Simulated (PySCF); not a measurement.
## Vertical excitation energies

Methoxyethene, C₃H₆O.
Bonds: C1–C2 (double), C2–O3, O3–C4. Hydrogens: H5, H6 on C1; H7 on C2; H8, H9, H10 on C4.

Theory: TDDFT B3LYP/def2-SVPD, vertical, gas phase, core orbitals frozen in the response (PySCF). One conformer (not necessarily the lowest) at the GFN2-xTB geometry, without solvent, vibrations or thermal averaging. Torsions of this conformer, `[CH2:1]=[CH:2][O:3][CH3:4]`: C1–C2–O3–C4 0°.

What does the calculation give for the low-lying excited states?

```csv
state,E (eV),ν̃ (cm⁻¹),f,|μ| (D),symmetry,"main configurations (H = HOMO, L = LUMO)"
S1,6.21,50120,0.040,1.31,A″,H→L (97%)
S2,6.69,53940,0.0000,0.04,–,H→L+2 (97%)
S3,7.12,57430,0.286,3.25,A′,H→L+1 (94%)
S4,7.14,57560,0.013,0.70,A″,H→L+3 (97%)
S5,7.61,61410,0.0040,0.37,A″,H→L+4 (98%)
S6,8.07,65120,0.018,0.77,A′,H→L+5 (99%)
S7,8.21,66200,0.023,0.87,A″,H→L+6 (98%)
S8,8.55,68960,0.0000,0.03,–,H-1→L+1 (98%)
```

Triplets, Tamm–Dancoff:

| state | E (eV) | λ (nm) | main configurations (H = HOMO, L = LUMO) |
| --- | --- | --- | --- |
| T1 | 4.56 | 271.9 | H→L+1 (96%) |
| T2 | 6.11 | 202.8 | H→L (95%) |
| T3 | 6.57 | 188.7 | H→L+2 (94%) |

The lowest singlet comes at 200 nm (600 kJ/mol) in the ultraviolet; it is of moderate strength; its leading configuration is HOMO→LUMO (97%). The most intense listed level is S3 at 7.12 eV (174 nm, f = 0.286), 0.91 eV above S1. Löwdin shares by element: HOMO carbon 59% or more, oxygen 26%, hydrogen 4% or more; LUMO carbon 42% or more, hydrogen 21% or more (atoms not listed hold the other 37%). Of the 8 states listed, 5 reach f = 0.01 and 2 stay under 0.0005. Weighted by f, the mean energy of these states is 7.14 eV. Orbital energies (eV): HOMO-3 -10.47, HOMO-2 -9.63, HOMO-1 -9.39, HOMO -6.60, LUMO 0.53, LUMO+1 0.58, LUMO+2 1.13. Symmetry labels in Cs follow from the direction of the transition dipole and are given only for states with f of 0.002 or more. Singlets were solved by full linear response, triplets in the Tamm–Dancoff approximation.
